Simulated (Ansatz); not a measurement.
# H3P: ladder of methods at one geometry in Python

The task is a ladder of methods at one geometry, for H3P. SMILES: P.

Program: Ansatz 0.2.0, driven from Python. The levels of theory stand in the script. These are calculated values, not measurements.

### 1 The system

Bond lengths: P1–H2 1.415 Å, P1–H3 1.415 Å, P1–H4 1.415 Å. Angles: H2–P1–H3 94.5°, H2–P1–H4 94.5°, H3–P1–H4 94.5°.

h3p.xyz, read by the script:

```xyz
4

P     0.03910   -0.01350    0.56140
H    -0.48860    1.10410   -0.12760
H     1.17570   -0.13100   -0.27320
H    -0.72620   -0.95960   -0.16060
```

### 2 The code

methods.py reads:

```python
'''H3P at several levels of theory.'''

import warnings

import ansatz

warnings.simplefilter('ignore', ansatz.DeckWarning)

mol = ansatz.Crystal.molecule_from_extxyz('h3p.xyz')

model = mol.calculation().basis(gaussian='def2-SVP').scf(lower_state_search='light')

methods = ['mp2', 'ccsd', 'ccsd_t', 'ccsdt']
reports = [model.correlation(m).run(threads=1, backend='cpu').report for m in methods]
print(f'Hartree-Fock reference {reports[0]["reference_energy_ev"] / 27.211386246:.6f} Ha')
best = reports[-1]['free_energy_ev'] - reports[-1]['reference_energy_ev']
for method, each in zip(methods, reports):
    gained = each['free_energy_ev'] - each['reference_energy_ev']
    print(f'{method:8s} total {each["free_energy_ev"] / 27.211386246:.6f} Ha  correlation {gained:9.4f} eV  ({100 * gained / best:.1f} % of the last)')
```

### 3 The calls as engine input

The package turns the script's settings into the engine's input (first run):

```yaml
crystal:
  periodic: [false, false, false]
  atoms:
    - { symbol: P, position_ang: [0.0391, -0.0135, 0.5614] }
    - { symbol: H, position_ang: [-0.4886, 1.1041, -0.1276] }
    - { symbol: H, position_ang: [1.1757, -0.131, -0.2732] }
    - { symbol: H, position_ang: [-0.7262, -0.9596, -0.1606] }
basis:
  gaussian:
    orbitals: def2-SVP
correlation:
  method: mp2
scf:
  lower_state_search: light
```

### 4 Running it

Command:

```
$ python methods.py
```

The log of the run:

```text
Hartree-Fock reference -342.363862 Ha
mp2      total -342.496536 Ha  correlation   -3.6102 eV  (80.4 % of the last)
ccsd     total -342.524835 Ha  correlation   -4.3803 eV  (97.5 % of the last)
ccsd_t   total -342.528368 Ha  correlation   -4.4764 eV  (99.6 % of the last)
ccsdt    total -342.528958 Ha  correlation   -4.4925 eV  (100.0 % of the last)
```

It took 1.3 s on 1 thread of Arm Neoverse V2, shared host; peak memory 0.15 GiB.

### 5 Inputs of later runs

The engine's inputs for the other runs:

Run 2, against run 1:

```diff
@@ -12 +12 @@
-  method: mp2
+  method: ccsd
```

Run 3, against run 1:

```diff
@@ -12 +12 @@
-  method: mp2
+  method: ccsd_t
```

Run 4, against run 1:

```diff
@@ -12 +12 @@
-  method: mp2
+  method: ccsdt
```

### 6 Run by run

The 4 runs, in the order started:

| run | method | energy (eV) | iterations in all | CPU time (s) |
| --- | --- | --- | --- | --- |
| 1 | mp2 | -9319.8055 | 11 | 0.07 |
| 2 | ccsd | -9320.5756 | 16 | 0.11 |
| 3 | ccsd_t | -9320.6717 | 16 | 0.12 |
| 4 | ccsdt | -9320.6878 | 14 | 0.57 |

Correlation energies (total less mean field):

| method | correlation (eV) | share of the last | miss against the last (eV) | CPU time (s) |
| --- | --- | --- | --- | --- |
| mp2 | -3.610 | 80.4 % | +0.882 | 0.07 |
| ccsd | -4.380 | 97.5 % | +0.112 | 0.11 |
| ccsd_t | -4.476 | 99.6 % | +0.016 | 0.12 |
| ccsdt | -4.492 | 100.0 % | +0.000 | 0.57 |

### 7 What came out

| quantity | value |
| --- | --- |
| runs compared | 4 |
| correlation energy, last run | -4.492 eV |

mp2 catches 80 % of the correlation energy of ccsdt. These settings explore the input space; basis and method may be short of convergence. The geometry is a force-field or estimated start, not a minimum of this method, and the basis set is short of its limit. Inner cores stay frozen, so this is valence correlation.
